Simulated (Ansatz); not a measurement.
Input file:

```yaml
crystal:
  periodic: [false, false, false]
  atoms:
    - {symbol: P, position_ang: [0.000000, 0.000000, 0.000000]}
    - {symbol: P, position_ang: [0.000000, 0.000000, 2.055800]}
basis:
  gaussian: {orbitals: 6-31G}
magnetization: {spin_polarized: false}
hamiltonian: {xc: {name: PBE}, pseudopotentials: {relativity: scalar}}
correlation: {method: ccsdt_q_b, electrons: all}
```

```sh
$ ansatz run in.yaml --threads 1 --pin off --events-out ev --progress --plain --max-ram 2393MiB
```

(1) Roughly how long does this take on 1 thread of Arm Neoverse V2, shared host, and how much host memory?

```
492 factors; integrals over basis functions are off by at most 2.9e-8 eV
mean field evaluation 1: about -18606.0256 eV, gradient 5.7e0 eV
mean field evaluation 2: about -18606.0242 eV, gradient 5.7e0 eV
mean field evaluation 4: about -18606.1879 eV, gradient 1.4e-1 eV
mean field evaluation 8: about -18606.1879 eV, gradient 1.4e-2 eV
mean field -18606.18791244 eV, -683.7647940552 hartree, gradient 5.3e-7 eV, S^2 0.000000; 0 other end points of the search recorded, 0 dependent functions left out
reference -18579.91806047 eV, -682.7993948015 hartree; 15, 15 occupied and 11, 11 virtual orbitals, 492 factors
second order -4.93084341 eV of doubles, -0.33508997 eV of singles
cycle   1  -4.22140294 eV  change     1.0e0 eV  update   1.5e-1
cycle   2  -4.65120066 eV  change   -4.3e-1 eV  update   7.3e-2
cycle   3  -4.85102656 eV  change   -2.0e-1 eV  update   2.8e-2
cycle   4  -4.87542285 eV  change   -2.4e-2 eV  update   1.2e-2
cycle   5  -4.89084325 eV  change   -1.5e-2 eV  update   4.9e-3
cycle   6  -4.89199659 eV  change   -1.2e-3 eV  update   1.2e-3
cycle   7  -4.89197485 eV  change    2.2e-5 eV  update   4.1e-4
cycle   8  -4.89198068 eV  change   -5.8e-6 eV  update   1.3e-4
cycle   9  -4.89183052 eV  change    1.5e-4 eV  update   4.4e-5
cycle  10  -4.89181020 eV  change    2.0e-5 eV  update   1.3e-5
cycle  11  -4.89182743 eV  change   -1.7e-5 eV  update   6.0e-6
cycle  12  -4.89181729 eV  change    1.0e-5 eV  update   2.1e-6
cycle  13  -4.89181718 eV  change    1.0e-7 eV  update   7.5e-7
perturbative correction -0.09481309 eV, -0.0034843166 hartree
Total energy: -18584.90469073 eV, -682.9826500837 hartree
Relativity: scalar
```

## Answers

(1) 6 s wall and 0.22 GiB.
